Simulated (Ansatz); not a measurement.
# NSi2: the cost of one run

Program: Ansatz 0.2.0, Gaussian basis. Level of theory: cc-pVTZ, core rule «outside noble gas», up to 11 orbitals frozen. These are calculated values, not measurements.

To be run: UHF; CCSD(T) on ROHF; CCSD(T) on UHF; BCCD(T) on ROHF; CCSDT(Q) on ROHF; CCSDT(Q) on UHF; CASSCF and NEVPT2, 13 electrons in 12 orbitals.

6 further runs of the same task are left out: 1 for a known fault of the program, 5 set aside as unsound or not needed.

## (1) The geometry

The geometry is a PBE0/def2-TZVP stationary point (not a proven minimum).

3 atoms, charge 0, spin multiplicity 4.

Atoms are counted from 1 here; the program's logs count them from 0.

Bond lengths: N1–Si2 1.661 Å, Si2–Si3 2.244 Å. Angles: N1–Si2–Si3 180.0°.

## (2) UHF

in.yaml

```yaml
crystal:
  periodic: [false, false, false]
  atoms:
    - {symbol: N, position_ang: [0.000000, 0.000000, -1.854900]}
    - {symbol: Si, position_ang: [0.000000, 0.000000, -0.194400]}
    - {symbol: Si, position_ang: [0.000000, 0.000000, 2.049300]}
basis:
  gaussian: {orbitals: cc-pVTZ}
magnetization: {spin_polarized: true, initial_magnetization: 3}
hamiltonian: {xc: hf}
output: {orbitals: {seedname: orbitals}}
```

Command:

```bash
> ansatz run in.yaml --threads 1 --pin off --events-out ev --progress --plain --max-ram 4096MiB --backend cpu
```

**Question.** How long does this run take on 1 thread of AMD EPYC 7R13, shared host, and how much memory does it need?

About 15 s, with a peak of 0.26 GiB.
